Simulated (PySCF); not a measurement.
# PH5Cl+, an ion with solvent molecules: interaction energy

One table from this session's results is given with a row withheld; the runs are named, their logs left out.

Programs: PySCF 2.14.0. All values are calculated, for the isolated system unless a continuum is named. Atoms count from 0, parts from 1.

## Starting point

7 atoms, charge 1, multiplicity 1; geometry: GFN2-xTB. Parts: 1 = atoms 0–4, `[PH4+]`, charge 1; 2 = atoms 5–6, `Cl`, charge 0.

The first run:

Job settings and geometry (Å):

```
{"job": {"xc": "PBE0", "basis": "def2-SVPD", "d3": "d3bj", "grid": 2, "kind": "geom", "shake": 0.01}, "charge": 1, "multiplicity": 1, "parts": [{"atoms": "0-4", "charge": 1, "multiplicity": 1}, {"atoms": "5-6", "charge": 0, "multiplicity": 1}]}
P     -0.048701     0.068007    -0.063988
H      0.551808     0.106668     1.141788
H     -1.266333     0.780322    -0.079635
H     -0.368010    -1.226184    -0.284910
H      0.748351     0.436100    -1.110882
Cl     0.688231     2.684424     0.527584
H      0.498372     3.788410    -0.052336
```

Command:

```
OMP_NUM_THREADS=1 python cluster_run.py task.json out
```

One launch serves the whole session: the jobs run in the order shown.

Among the steps run: Geometry optimisation at PBE0-D3(BJ)/def2-SVPD; Coupled-cluster interaction energy: CCSD(T) and MP2.

One of the session's tables, all rows but one given; the rest of the session is left out.

It belongs to the step «Coupled-cluster interaction energy: CCSD(T) and MP2». 

```
                 method  interaction energy (kcal/mol)
         HF/aug-cc-pVDZ                          -3.97
        MP2/aug-cc-pVDZ                          -5.90
       CCSD/aug-cc-pVDZ                          -5.41
    CCSD(T)/aug-cc-pVDZ                          -5.64
         HF/aug-cc-pVTZ                              ?
        MP2/aug-cc-pVTZ                          -6.61
    SCS-MP2/aug-cc-pVTZ                          -6.01
      MP2, extrapolated                          -6.86
CCSD(T), limit estimate                          -6.59
```

Q: Estimate the row for HF/aug-cc-pVTZ from the others.

**Answer.** interaction energy (kcal/mol): -4.11. In the column «interaction energy (kcal/mol)» it lies between CCSD/aug-cc-pVDZ (-5.41) and HF/aug-cc-pVDZ (-3.97).
